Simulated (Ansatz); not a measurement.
Results of PBEsol-D3(BJ) (Ansatz, a quantum-chemistry and plane-wave program, plane waves, PAW) for hcp Be.

Settings: plane-wave cutoff 520 eV, 30×30×16 k mesh (along the axes of the cell as run), Fermi–Dirac smearing 0.05 eV, scalar-relativistic PAW data made under PBE.

Equation-of-state points:

```
V (Å³/atom)  E − E_lowest (meV/atom)  P (GPa)
-----------  -----------------------  -------
7.184                           5.22     5.75
7.334                           1.27     2.75
7.484                           0.00     0.00
7.633                           1.19    -2.52
7.783                           4.64    -4.83
```

Question: Estimate the bulk modulus from the pressures at 7.334 and 7.633 Å³/atom, and compare it with a fit to all energies.

Answer: B = −V dP/dV. Between V = 7.334 and 7.633 Å³/atom, dP/dV = (-2.52 − (2.75))/(7.633 − 7.334) = -17.6 GPa per Å³/atom; at the midpoint 7.483 Å³/atom this gives B ≈ 132 GPa. The third-order Birch–Murnaghan fit gives V0 = 7.484 Å³/atom, B0 = 132 GPa, B′ = 3.3, which lies within 1 % of that estimate.

Shape and atoms are relaxed at each volume.

Measured, for comparison: bulk modulus 117 GPa (room temperature, no zero-point or thermal correction, our sources range from 97.2 to 117; as tabulated in arXiv:2410.04971). Computed (rounded) less measured: bulk modulus not scored (sources differ).

Note: the bulk modulus comes from volumes at which shape and atoms were relaxed.
